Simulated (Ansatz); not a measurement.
The input, for Ansatz 0.2.0:

```yaml
crystal:
  periodic: [false, false, false]
  atoms:
    - {symbol: B, position_ang: [-0.251976, 0.000000, 0.638800]}
    - {symbol: B, position_ang: [0.240000, 0.000000, -0.802246]}
    - {symbol: H, position_ang: [0.128447, 0.000000, 1.753095]}
basis:
  gaussian: {orbitals: 6-31G}
magnetization: {spin_polarized: false, initial_magnetization: 1}
correlation: {method: ccsd_t, electrons: outside_noble_gas}
```

```sh
$ ansatz run in.yaml --threads 1 --pin off --events-out ev --progress --plain --max-ram 2393MiB
```

Roughly how long does this take on 1 thread of Intel Xeon, shared host, and how much host memory?

11 s wall and 0.08 GiB.

```
284 factors; integrals over basis functions are off by at most 2.5e-4 eV
mean field evaluation 1: about -1351.2421 eV, gradient 9.5e0 eV
mean field evaluation 2: about -1351.2440 eV, gradient 9.5e0 eV
mean field evaluation 4: about -1351.9515 eV, gradient 1.6e0 eV
mean field evaluation 8: about -1352.0292 eV, gradient 2.1e-1 eV
mean field evaluation 16: about -1351.2431 eV, gradient 9.5e0 eV
mean field evaluation 32: about -1352.0313 eV, gradient 2.4e-5 eV
mean field evaluation 64: about -1352.1613 eV, gradient 2.9e-6 eV
mean field evaluation 96: about -1351.4967 eV, gradient 8.5e0 eV
mean field evaluation 128: about -1350.4614 eV, gradient 1.8e1 eV
mean field evaluation 160: about -1352.3402 eV, gradient 5.2e-2 eV
...
mean field evaluation 544: about -1343.1318 eV, gradient 3.1e0 eV
mean field evaluation 576: about -1346.0054 eV, gradient 5.1e0 eV
mean field evaluation 608: about -1350.0097 eV, gradient 6.7e-2 eV
mean field -1352.33594553 eV, -49.6974293520 hartree, gradient 2.1e-6 eV, S^2 0.750000; 19 other end points of the search recorded, 0 dependent functions left out
mean field evaluation 640: about -1353.4952 eV, gradient 8.4e-3 eV
mean field evaluation 672: about -1353.3618 eV, gradient 4.3e-6 eV
mean field evaluation 704: about -1353.3514 eV, gradient 8.0e-1 eV
mean field evaluation 736: about -1353.1233 eV, gradient 5.8e-2 eV
mean field evaluation 768: about -1353.9231 eV, gradient 3.5e0 eV
determinant -1352.33594553 eV, -49.6974293520 hartree, with singles and doubles -1355.38598483 eV, -49.8095162287 hartree
determinant -1352.16131523 eV, -49.6910118070 hartree, with singles and doubles -1355.13169018 eV, -49.8001710728 hartree
determinant -1352.03128025 eV, -49.6862331095 hartree, with singles and doubles -1355.42104139 eV, -49.8108045339 hartree
determinant -1351.98343086 eV, -49.6844746769 hartree, with singles and doubles -1354.81141384 eV, -49.7884011344 hartree
determinant -1351.93878001 eV, -49.6828337883 hartree, with singles and doubles -1355.28526135 eV, -49.8058147092 hartree
determinant -1350.11902733 eV, -49.6159591107 hartree, with singles and doubles -1353.77899251 eV, -49.7504603505 hartree
determinant -1350.01548492 eV, -49.6121539974 hartree, with singles and doubles -1353.80014357 eV, -49.7512376375 hartree
determinant -1352.33594553 eV, -49.6974293520 hartree, with singles and doubles -1355.39396302 eV, -49.8098094220 hartree
determinant -1352.16131523 eV, -49.6910118070 hartree, with singles and doubles -1355.14067311 eV, -49.8005011896 hartree
determinant -1352.03128025 eV, -49.6862331095 hartree, with singles and doubles -1355.41564060 eV, -49.8106060584 hartree
determinant -1351.93878001 eV, -49.6828337883 hartree, with singles and doubles -1355.38801098 eV, -49.8095906886 hartree
mean field evaluation 800: about -1352.3359 eV, gradient 1.7e-6 eV
unrestricted determinant -1353.49446116 eV, -49.7400040160 hartree, S^2 1.7337
2 core orbitals not correlated: weight in the atoms' cores, before any rotation towards them, 1.000 or more for the frozen orbitals, at most 0.000 for the correlated occupied ones
reference -1352.03128025 eV, -49.6862331095 hartree; 4, 3 occupied and 14, 15 virtual orbitals, 284 factors
second order -2.18963753 eV of doubles, -0.01669746 eV of singles
cycle   1  -3.38436159 eV  change   -1.2e-6 eV  update   4.8e-6
perturbative correction -0.29379068 eV, -0.0107966083 hartree
Total energy: -1355.70943252 eV, -49.8214027123 hartree
```

For the same geometry and basis full CI lies 42.2 meV lower.
